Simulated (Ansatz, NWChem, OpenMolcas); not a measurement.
**C2F3N (cyanotrifluoromethane): the energy, rung by rung**

C2F3N has 6 atoms, charge 0, and is taken as a singlet. As SMILES, `N#CC(F)(F)F`. Geometry: relaxed at PBE0-D4/def2-TZVP.

```xyz
6

N     1.0221   -1.7051    0.8935
C     0.4862   -0.8106    0.4178
C    -0.2064    0.3456   -0.1972
F    -1.3160   -0.0558   -0.8023
F     0.5815    0.9270   -1.0915
F    -0.5252    1.2348    0.7336
```

Quantity: the energy change with the C3–F5 bond stretched from 1.326 to 2.387 Å, in eV. The values are calculated.

```json
{"level": "PBE/cc-pVDZ (restricted)", "kind": "GGA", "program": "NWChem", "value (eV)": "3.96", "CPU time (all runs)": "44 s"}
{"level": "M06-L/cc-pVDZ (restricted)", "kind": "meta-GGA", "program": "NWChem", "value (eV)": "4.19", "CPU time (all runs)": "82 s"}
{"level": "PBE0/cc-pVDZ (restricted)", "kind": "global hybrid", "program": "OpenMolcas", "value (eV)": "4.79", "CPU time (all runs)": "57 s"}
{"level": "HSE06/cc-pVDZ (restricted)", "kind": "range-separated hybrid", "program": "Ansatz", "value (eV)": "4.77", "CPU time (all runs)": "21 s"}
{"level": "wB97M-V/cc-pVDZ (restricted)", "kind": "range-separated hybrid", "program": "Ansatz", "value (eV)": "4.99", "CPU time (all runs)": "3.3 min"}
{"level": "PBE-QIDH/cc-pVDZ (restricted)", "kind": "double hybrid", "program": "Ansatz", "value (eV)": "5.08", "CPU time (all runs)": "32 s"}
{"level": "RPA@PBE/cc-pVDZ (restricted)", "kind": "RPA", "program": "Ansatz", "value (eV)": "3.87", "CPU time (all runs)": "39 s"}
{"level": "MP2/cc-pVDZ (restricted)", "kind": "perturbation theory", "program": "Ansatz", "value (eV)": "4.62", "CPU time (all runs)": "13 s"}
{"level": "CCSD/cc-pVDZ (restricted)", "kind": "coupled cluster or CI", "program": "NWChem", "value (eV)": "4.78", "CPU time (all runs)": "5.5 min"}
```

The first shape isn't each level's own minimum. The values span 3.87 to 5.08 eV. Times are those of the runs behind each value, whatever else they computed, on shared processors of several kinds: orders of magnitude only.
